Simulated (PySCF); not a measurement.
Run record: geometry optimisation, `O` (H2O).

Method: PBE0-D3(BJ)/def2-SVP geometry optimisation, gas phase (PySCF 2.14.0). Start geometry: GFN2-xTB. The input is one job of a driver script: a line of settings, then coordinates in Å.

Input:
```
{"job": {"xc": "PBE0", "basis": "def2-SVP", "d3": "d3bj", "grid": 1, "kind": "geom"}, "charge": 0, "multiplicity": 1}
O      0.004291     0.378521    -0.002555
H     -0.768585    -0.189524    -0.011120
H      0.775774    -0.191535     0.001121
```

Output:
```
step   0  E = -76.27620635  max force = 0.010946
step   1  E = -76.27659258  max force = 0.000954
step   2  E = -76.27659434  max force = 0.000197
optimisation converged
```

Energies in Eh; «max force» is the largest Cartesian gradient component in Eh/bohr.

Task: Give the first gradient maximum in eV/Å.

Result: With 1 Eh/bohr = 51.422 eV/Å, 0.563 eV/Å.

Task: How much energy does the optimisation release, in eV?

Result: E(step 0) − E(last step) = 0.000388 Eh, which is 0.011 eV.

In short: final energy -76.27659 Eh after 2 steps; dipole 2.03 D.

Hardware: one thread of an Arm Neoverse V1 (shared host). Cost: 0.66 s of wall time, 0.23 GiB resident at most.
Labels such as C1 count atoms from 1, the log's own numbers from 0.
